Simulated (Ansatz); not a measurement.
PdS2 (Pbca, No. 61), treated with r²SCAN+rVV10 (Ansatz, an electronic-structure program, PAW).

Settings: plane-wave cutoff 560 eV, 6×6×4 k mesh (along the axes of the cell as run), Fermi–Dirac smearing 0.01 eV, scalar-relativistic PAW data made under PBE.

Cell (relaxed at this level):

```
PdS2
1.0
    5.48184     0.00000     0.00000
    0.00000     5.56451     0.00000
    0.00000     0.00000     7.51408
Pd S
4 8
Direct
  0.50000   0.00000   0.50000
  0.00000   0.00000   0.00000
  0.00000   0.50000   0.50000
  0.50000   0.50000   0.00000
  0.60481   0.11029   0.08257
  0.39519   0.88971   0.91743
  0.89519   0.88971   0.58257
  0.10481   0.11029   0.41743
  0.10481   0.38971   0.91743
  0.89519   0.61029   0.08257
  0.39519   0.61029   0.41743
  0.60481   0.38971   0.58257
```

Question: Give the computed band gap and Γ–Γ gap.

Answer: 
band gap: 0.15 eV (on the SCF k mesh)
Γ–Γ gap: 1.18 eV

Measured, for comparison: band gap 0.7 eV (temperature not stated, not corrected to a static lattice, indirect, bulk, cited; as tabulated in Two-dimensional noble-metal chalcogenides and phosphochalcogenides, Angew. …).

Spin–orbit coupling is not included.

The computed numbers hold no vibrational or temperature effects.

The result took about 19 core-minutes (a rough figure).
